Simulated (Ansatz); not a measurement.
# C3H3F3: small, medium and large basis sets

The task here is to estimate one member of a computed series from the others.

Computed with Ansatz 0.2.0, Gaussian basis. Level: one geometry, several basis sets.

The runs, in order: PBE0-D4/def2-SVP; ωB97M-V/def2-SVP; PBE0-D4/def2-QZVPP; ωB97M-V/def2-QZVPP; the functionals' def2-TZVPP values are taken from earlier runs.

## Structure used throughout

An earlier PBE0-D4 in a triple-zeta def2 set relaxation fixed the geometry.

SMILES `C=CC(F)(F)F`, 9 atoms, charge 0, spin multiplicity 1.

Atoms are counted from 1 here; the program's logs count them from 0.

Bond lengths: C1–C2 1.320 Å, C1–H7 1.083 Å, C1–H8 1.083 Å, C2–C3 1.492 Å, C2–H9 1.084 Å, C3–F4 1.342 Å, C3–F5 1.342 Å, C3–F6 1.335 Å. Angles: C2–C1–H7 121.5°, C2–C1–H8 120.9°, H7–C1–H8 117.7°, C1–C2–C3 123.3°, C1–C2–H9 122.6°, C3–C2–H9 114.1°, C2–C3–F4 111.0°, C2–C3–F5 111.0°, C2–C3–F6 113.1°, F4–C3–F5 106.7°, F4–C3–F6 107.4°, F5–C3–F6 107.4°.

The first run:

Contents of in.yaml:

```yaml
crystal:
  periodic: [false, false, false]
  atoms:
    - {symbol: C, position_ang: [0.184916, -1.279462, 0.558044]}
    - {symbol: C, position_ang: [-0.498859, -0.194320, 0.244253]}
    - {symbol: C, position_ang: [0.092575, 0.961682, -0.490195]}
    - {symbol: F, position_ang: [-0.564192, 1.188525, -1.638611]}
    - {symbol: F, position_ang: [0.003264, 2.088009, 0.234548]}
    - {symbol: F, position_ang: [1.380536, 0.784578, -0.795397]}
    - {symbol: H, position_ang: [1.230018, -1.385433, 0.293460]}
    - {symbol: H, position_ang: [-0.283523, -2.096354, 1.092732]}
    - {symbol: H, position_ang: [-1.544726, -0.067225, 0.501155]}
basis:
  gaussian: {orbitals: def2-SVP}
hamiltonian: {xc: pbe0, dispersion: d4}
output: {orbitals: {seedname: orbitals}}
```

Run with:

```bash
$ ansatz run in.yaml --threads 4 --pin off --events-out ev --progress --plain --max-ram 10444MiB
```

Among the steps run: PBE0-D4 in def2-SVP; ωB97M-V in def2-SVP; PBE0-D4 in def2-QZVPP; ωB97M-V in def2-QZVPP.

One of the session's tables, all rows but one given; the rest of the session is left out.

It belongs to the step «Functionals by basis». 

| functional | basis | HOMO (eV) |
| --- | --- | --- |
| PBE0-D4 | def2-SVP | -8.73 |
| PBE0-D4 | def2-TZVPP | -8.79 |
| PBE0-D4 | def2-QZVPP | -8.81 |
| ωB97M-V | def2-SVP | -11.03 |
| ωB97M-V | def2-TZVPP | ? |
| ωB97M-V | def2-QZVPP | -11.12 |

**Question.** Estimate the row for ωB97M-V, def2-TZVPP.

**Answer.** HOMO (eV): -11.10. In the column «HOMO (eV)» it lies between ωB97M-V, def2-QZVPP (-11.12) and ωB97M-V, def2-SVP (-11.03).
